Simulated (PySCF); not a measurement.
Reaction (SMILES): N#N (N2) + H+ → N#[NH+]
B3LYP-D3(BJ)/def2-TZVP geometries, fixed; electronic energies without zero-point terms; positive where energy is released.
Largest species:
```
N
N 1 1.0860
H 1 1.0380 2 180.00
```
Charge +1, spin multiplicity 1.

Effect of the grid level at PBE/def2-SVP with PySCF, against the last row, where the proton affinity is 125.98 kcal/mol.

```
setting         grid points, largest species  largest shift of a total energy (mEh)  shift of the proton affinity (kcal/mol)
--------------  ----------------------------  -------------------------------------  ---------------------------------------
grids.level: 0                          2744                                 10.673                                    0.767
grids.level: 1                         12712                                  0.011                                    0.003
grids.level: 2                         27360                                 -0.001                                    0.000
grids.level: 3                         37616                                 -0.001                                    0.000
grids.level: 4                         71464                                  0.000                                    0.000
grids.level: 5                        107768                                  0.000                                    0.000
grids.level: 7                        219984                                  0.000                                    0.000
```

Within 0.02 kcal/mol in the proton affinity: grids.level: 1; grids.level: 2; grids.level: 3; grids.level: 4; grids.level: 5. The largest shift is 10.673 mEh in a total energy and 0.767 kcal/mol in the difference.
